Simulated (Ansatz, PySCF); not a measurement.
Acid–base and redox partners of C1=CC1. All species are isolated molecules in the gas phase. Strings in code marks are SMILES.

Quantity: vertical ionisation energy (energy after one electron is removed minus that of the parent at the parent's geometry), in eV.

Level 1: frozen-core MP2/cc-pVTZ // B3LYP-D3(BJ)/def2-TZVP (Ansatz, an electronic-structure program)
Level 2: PBE/6-31G* // B3LYP-D3(BJ)/def2-TZVP (PySCF)
Level 3: minus the HOMO energy of HF/3-21G // B3LYP-D3(BJ)/def2-TZVP (PySCF)
Level 4: HF/6-31G* // B3LYP-D3(BJ)/def2-TZVP (PySCF)

```csv
species,level 2,level 3,level 4
`C1=CC1`,9.58,9.74,8.48
```

What does level 1 give for each?


- `C1=CC1`: 10.16
